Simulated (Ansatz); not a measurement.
The same path of H2S + H4OSi (9 atoms, charge 0, multiplicity 1) was run twice with different band settings. Lost on the way: Si1–O2, S7–H9. Made: Si1–S7, O2–H9.

All numbers below come from RKS PBE0-D4/6-31G* in Ansatz 0.2.0.

Relaxed end points:

```xyz
9
Properties=species:S:1:pos:R:3
Si -0.364 0.494 -0.194
O -0.225 -0.372 1.230
H -0.967 -0.311 1.842
H 0.915 0.278 -0.912
H -0.569 1.949 0.065
H -1.503 0.007 -1.027
S 1.877 -2.859 2.163
H 1.286 -3.717 1.312
H 1.098 -1.824 1.777
```

```xyz
9
Properties=species:S:1:pos:R:3
Si 0.493 -0.227 -0.472
O -0.518 -1.184 2.458
H -1.432 -1.101 2.158
H 0.979 0.209 -1.808
H 0.730 0.877 0.503
H -0.976 -0.463 -0.551
S 1.593 -1.997 -0.009
H 0.973 -2.162 1.179
H -0.294 -0.308 2.797
```

Common settings: movable images 7; climbing image yes; spring 5.0 eV/Å²; optimiser quadratic models (default); start path through a guess of the saddle point; force threshold 0.05 eV/Å; end points relaxed.

| run | iteration limit |
| --- | --- |
| 1 | 60 |
| 2 | 3 |

Question: What does each run give, and how far can it be trusted?

Answer: Run 1: converged after 38 iterations, highest image 1.233 eV above the first end. Beside the main top the profile has a ripple of under 15 meV (maxima at images 3, 7), which may be a very shallow well or noise. Neighbouring images differ by up to 1.2 eV, so the band resolves the path poorly. A vibrational analysis at the climbing image gives one clearly imaginary mode, 378i cm⁻¹: a first-order saddle point.
Run 2: not converged after 3 iterations, highest image 4.215 eV above the first end. The band didn't meet its force threshold, so its energies are provisional: the largest band force was still 24.02 eV/Å, and over the last iterations the top moved between 4.22 and 33.61 eV.
The orbitals stay closed-shell, which can raise the energy where a bond breaks towards radicals; this wasn't checked here.
